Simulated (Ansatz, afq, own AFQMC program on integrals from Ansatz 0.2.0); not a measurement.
AlB, singlet: AFQMC among the cluster methods

```xyz
2

B     0.0000    0.0000    0.0000
Al    0.0000    0.0000    1.6850
```

Basis cc-pVDZ. Only valence electrons are correlated. AFQMC by an in-house program on the Cholesky factors that Ansatz 0.2.0 writes for its CCSD(T) run. ph-AFQMC/CISD is guided by a CISD state made of CCSD amplitudes; releasing the constraint for a short imaginary time cuts its bias at the price of noise, slowly where states lie close. Uncertainties: one standard error, sampling alone.

Determinant: RHF, the one that the program's search chose, which needn't be the lowest solution. The geometry is a point of a scan.

Full CI on the same integrals is exact in this basis and with this determinant's frozen core.

Cautions: higher spins were not checked; restricted determinant unstable towards unrestricted (UHF 1.76 eV lower, ⟨S²⟩ 1.82); strong correlation (T1 0.062, weight of the determinant 0.78, largest double 0.22); (T) is large, 7 % of the CCSD correlation; the CCSDT(Q) amplitudes may be one of several solutions (largest double 0.60); the CCSDTQ amplitudes may be one of several solutions (largest double 0.93); the released energies are still falling, so no released level is given (meV from the phaseless value at times in 1/Eh: -12 ± 4 at 0.24, -25 ± 4 at 0.51, -44 ± 4 at 0.99, -60 ± 4 at 1.62, -77 ± 5 at 2.40); the determinant fills πx and πy unequally, so it mixes two states of the linear molecule, and each level undoes that mixture to a different degree, while full CI gives the lower state, and by Hund's rule a triplet of that filling probably lies lower still; CCSDTQ on the UHF determinant differs (749 meV lower), perhaps since the unrestricted series falls towards higher spin.

- T1 diagnostic: 0.0623
- weight of the determinant in the CISD state: 0.777
- size of the correlated space: 6 electrons in 26 orbitals

Reference: full CI, correlation energy -4.794 eV. The cautions show a poor starting determinant, so the rows tell how each method copes with it here, and full CI is the sure value.

```json
{"level": "HF", "E − E(reference) (kcal/mol)": "110.56", "share of correlation (%)": "0.00"}
{"level": "MP2", "E − E(reference) (kcal/mol)": "36.12", "share of correlation (%)": "67.33"}
{"level": "CCSD", "E − E(reference) (kcal/mol)": "12.13", "share of correlation (%)": "89.03"}
{"level": "CCSD(T)", "E − E(reference) (kcal/mol)": "5.24", "share of correlation (%)": "95.26"}
{"level": "CCSDT", "E − E(reference) (kcal/mol)": "2.55", "share of correlation (%)": "97.69"}
{"level": "CCSDT(Q)", "E − E(reference) (kcal/mol)": "0.31", "share of correlation (%)": "99.72"}
{"level": "CCSDTQ", "E − E(reference) (kcal/mol)": "0.11", "share of correlation (%)": "99.90"}
{"level": "ph-AFQMC/CISD", "E − E(reference) (kcal/mol)": "5.14 ± 0.09", "share of correlation (%)": "95.35"}
```

CCSDT and higher add their correlation energy to the determinant of the CCSD(T) run, since their own runs factorise the integrals more tightly (a shift of under 2 meV).
